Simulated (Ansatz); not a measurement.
How methods differ on [SiH3]− (SMILES [H][Si-]([H])[H])

[SiH3]− has 4 atoms, charge -1, and is taken as a singlet. SMILES: `[H][Si-]([H])[H]`. The coordinates come from a GFN1-xTB relaxation.

Quantity: the vertical detachment energy (to the doublet neutral), in eV. The values are calculated.

| level | kind | program | value (eV) | less FCI/6-31G | CPU time (all runs) |
| --- | --- | --- | --- | --- | --- |
| BLYP/6-31G | GGA | Ansatz | -0.28 | +0.66 | 1.7 s |
| PBE/6-31G | GGA | Ansatz | -0.17 | +0.77 | 1.6 s |
| PBE0/6-31G | global hybrid | Ansatz | -0.24 | +0.70 | 1.8 s |
| HSE06/6-31G | range-separated hybrid | Ansatz | -0.23 | +0.71 | 2.2 s |
| CCSD/6-31G | coupled cluster or CI | Ansatz | -0.96 | -0.02 | 0.46 s |
| CCSDT(Q)/6-31G | coupled cluster or CI | Ansatz | -0.94 | 0.00 | 2.4 s |
| CCSDTQ/6-31G | coupled cluster or CI | Ansatz | -0.94 | 0.00 | 14 s |
| FCI/3-21G | exact in the basis | Ansatz | -1.12 | -0.18 | 1.9 s |
| FCI/6-31G | exact in the basis | Ansatz | -0.94 | 0.00 | 2 s |

FCI/6-31G is exact within its basis and frozen core, so for wave-function methods in that basis the difference is their error; functionals converge differently with the basis, so for them it is only a difference. Sets without diffuse functions describe the anion poorly. The values span -1.12 to -0.17 eV. All rows use very small basis sets, so even the best lies far from the true value. Times are those of the runs behind each value, whatever else they computed, on shared processors of several kinds: orders of magnitude only.
